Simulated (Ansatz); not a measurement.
## bcc Nb

Calculation: PBEsol (PAW; Ansatz, a program for electronic structure).

Numerical settings: plane-wave cutoff 500 eV, 16×8×1 k mesh (along the axes of the cell as run), Fermi–Dirac smearing 0.1 eV, scalar-relativistic PAW data made under PBE.

Cell: relaxed at this level.

surface energy of the (210) face: 2.53 J/m²
work function of the (210) face: 4.03 eV

The slab of 20 atoms is relaxed and unreconstructed.

Static lattice: no zero-point or thermal effects.
